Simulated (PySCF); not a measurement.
Level of theory: TPSSh-D3(BJ)/def2-TZVP (PySCF 2.14.0). Isolated molecules, 0 K electronic values unless said otherwise. 

Reference species (SMILES): `[O]C1CC1` (neutral, multiplicity 2).

```yaml
dipole_moment: 2.99 D
```

Changed species: `[NH2]` (radical fragment; the reference has radical fragment).

Question: Predict the effect on the dipole moment.

Answer: the dipole moment drops by 1.07 D, to 1.92 D.
